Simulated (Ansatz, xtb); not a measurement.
## Ligand exchange: SiH2(CH3)F + CH5N → SiH2(CH3)(NH2) + CH3F

Species: SiH2(CH3)F, singlet; CH5N (methylamine) `CN`, singlet; SiH2(CH3)(NH2), singlet; CH3F (fluoromethane) `CF`, singlet. The partners trade F for NH2: Si–F and C–NH2 bonds give way to Si–NH2 and C–F.

Shapes, held fixed at every level: PBE0-D4/def2-TZVP. Flexible molecules stand in one conformer, not always the lowest. Programs: Ansatz 0.2.0, xtb 6.7.1. The zero-point and thermal change to 298 K, harmonic and unscaled (PBE0-D4/def2-TZVP), is -3.6 kJ/mol.

```tsv
level	kind	ΔH(298 K) (kJ/mol)	less CCSD(T)/CBS estimate
GFN2-xTB	semi-empirical	+101.4	+1.0
PBE-D4/def2-TZVPP	GGA	+92.2	-8.2
PBE0/def2-SVP	global hybrid	+91.2	-9.2
r2SCAN0-D4/def2-TZVPP	global hybrid	+97.7	-2.7
wB97M-V/def2-TZVPP	range-separated hybrid	+96.1	-4.3
MP2/def2-SVP	perturbation theory	+101.5	+1.1
CCSD(T)/def2-SVP	coupled cluster or CI	+97.9	-2.5
CCSD/def2-SVP	coupled cluster or CI	+98.3	-2.1
CCSD(T)/CBS estimate	coupled cluster or CI	+100.4	0.0
```

The highest level, CCSD(T)/CBS estimate, gives ΔH(298 K) = +100.4 kJ/mol; the levels span +91.2 to +101.5. The column of differences is taken from that level and isn't an error. No measured value is set beside it here. The CBS estimate extrapolates MP2 from def2-TZVPP and def2-QZVPP and adds CCSD(T) − MP2 in the triple-zeta set, cores frozen.
